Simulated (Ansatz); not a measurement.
# C2H6FNO2: a ladder of functionals and wavefunction methods

One table from this session's results is given with a row withheld; the runs are named, their logs left out.

The runs use Ansatz 0.2.0, Gaussian basis; functionals in def2-TZVPP, the program's frozen cores in correlated methods.

Plan: LDA (SPW92), PBE-D4, revPBE-D4, BLYP-D4, r2SCAN-D4, B97M-V, PBE0-D4, B3LYP-D4, r2SCANh-D4, r2SCAN0-D4, HSE06-D4, BHLYP-D4, CAM-B3LYP-D4, LC-ωPBE, ωB97X-V, ωB97M-V, B2PLYP, PBE-QIDH; CCSD(T)/def2-SVP; CCSD(T)/def2-TZVPP; MP2/def2-QZVPP; extrapolation to the limit; RPA on PBE.

**Structure used throughout**

All runs share one geometry, relaxed beforehand with PBE0-D4 in a triple-zeta def2 set.

12 atoms, charge 0, spin multiplicity 1.

Atoms are counted from 1 here; the program's logs count them from 0.

Bond lengths: C1–N2 1.451 Å, C1–H7 1.090 Å, C1–H8 1.090 Å, C1–H9 1.096 Å, N2–C3 1.407 Å, N2–H10 1.010 Å, C3–O4 1.381 Å, C3–O5 1.373 Å, C3–F6 1.385 Å, O4–H11 0.963 Å, O5–H12 0.963 Å. Angles: N2–C1–H7 108.7°, N2–C1–H8 109.3°, N2–C1–H9 113.6°, H7–C1–H8 108.0°, H7–C1–H9 109.0°, H8–C1–H9 108.1°, C1–N2–C3 115.9°, C1–N2–H10 112.8°, C3–N2–H10 109.4°, N2–C3–O4 112.4°, N2–C3–O5 107.0°, N2–C3–F6 113.1°, O4–C3–O5 113.4°, O4–C3–F6 102.8°, O5–C3–F6 108.1°, C3–O4–H11 106.0°, C3–O5–H12 107.0°.

Geometry (Å):

```
atom    x (Å)    y (Å)    z (Å)
  C1   0.2573  -1.2518   0.9729
  N2   0.6980  -0.3247  -0.0523
  C3  -0.1945   0.7182  -0.3625
  O4  -1.3539   0.2595  -0.9557
  O5   0.4943   1.6205  -1.1347
  F6  -0.6644   1.3817   0.7589
  H7   0.9746  -2.0706   1.0362
  H8  -0.7084  -1.6714   0.6896
  H9   0.1520  -0.7929   1.9623
 H10   1.6125   0.0616   0.1359
 H11  -1.0749  -0.3208  -1.6718
 H12  -0.1156   2.3355  -1.3449
```

The first run:

File in.yaml:

```yaml
crystal:
  periodic: [false, false, false]
  atoms:
    - {symbol: C, position_ang: [0.257265, -1.251817, 0.972928]}
    - {symbol: N, position_ang: [0.697953, -0.324749, -0.052288]}
    - {symbol: C, position_ang: [-0.194477, 0.718200, -0.362531]}
    - {symbol: O, position_ang: [-1.353891, 0.259523, -0.955750]}
    - {symbol: O, position_ang: [0.494300, 1.620485, -1.134726]}
    - {symbol: F, position_ang: [-0.664389, 1.381715, 0.758937]}
    - {symbol: H, position_ang: [0.974597, -2.070567, 1.036194]}
    - {symbol: H, position_ang: [-0.708385, -1.671360, 0.689623]}
    - {symbol: H, position_ang: [0.152029, -0.792862, 1.962314]}
    - {symbol: H, position_ang: [1.612494, 0.061587, 0.135918]}
    - {symbol: H, position_ang: [-1.074883, -0.320831, -1.671796]}
    - {symbol: H, position_ang: [-0.115610, 2.335476, -1.344922]}
basis:
  gaussian: {orbitals: def2-TZVPP}
hamiltonian: {xc: lda}
output: {orbitals: {seedname: orbitals}}
```

The run is started by

```sh
> ansatz run in.yaml --threads 4 --pin off --events-out ev --progress --plain --max-ram 10444MiB
```

Steps of the session up to this table: LDA; PBE-D4 (GGA); revPBE-D4 (GGA); BLYP-D4 (GGA); r2SCAN-D4 (meta-GGA); B97M-V (meta-GGA); B3LYP-D4 (hybrid); r2SCANh-D4 (hybrid); r2SCAN0-D4 (hybrid); HSE06-D4 (hybrid); BHLYP-D4 (hybrid); CAM-B3LYP-D4 (range-separated); LC-ωPBE (range-separated); ωB97X-V (range-separated); ωB97M-V (range-separated); B2PLYP (double hybrid); PBE-QIDH (double hybrid).

One table of the session follows, with a row left open; its other results are not shown here.

It belongs to the step «Frontier levels by functional». 

| functional | HOMO (eV) | LUMO (eV) | gap (eV) |
| --- | --- | --- | --- |
| LDA (SPW92) | -6.05 | -0.02 | 6.03 |
| PBE-D4 | -5.90 | 0.14 | 6.04 |
| revPBE-D4 | -5.84 | 0.22 | 6.05 |
| BLYP-D4 | -5.82 | 0.07 | 5.89 |
| r2SCAN-D4 | -6.23 | 0.90 | 7.12 |
| B97M-V | -6.39 | 0.38 | 6.77 |
| PBE0-D4 | -7.44 | 1.01 | 8.44 |
| B3LYP-D4 | ? | ? | ? |
| r2SCANh-D4 | -6.80 | 1.15 | 7.95 |
| r2SCAN0-D4 | -7.66 | 1.51 | 9.17 |
| HSE06-D4 | -7.03 | 0.64 | 7.67 |
| BHLYP-D4 | -8.93 | 1.59 | 10.52 |
| CAM-B3LYP-D4 | -8.92 | 1.72 | 10.64 |
| LC-ωPBE | -10.29 | 3.10 | 13.39 |
| ωB97X-V | -9.93 | 2.89 | 12.82 |
| ωB97M-V | -9.85 | 2.40 | 12.25 |

Q: Estimate the row for B3LYP-D4 from the others.

Worked estimate for «HOMO (eV)». Against the share of exact exchange, BLYP-D4 (0, -5.82), BHLYP-D4 (0.5, -8.93) give a slope of -6.22 per unit share; at 0.2 the line stands at -7.06.

**Answer.** HOMO (eV): -7.21; LUMO (eV): 0.61; gap (eV): 7.82. In «HOMO (eV)» the line misses by +0.15.
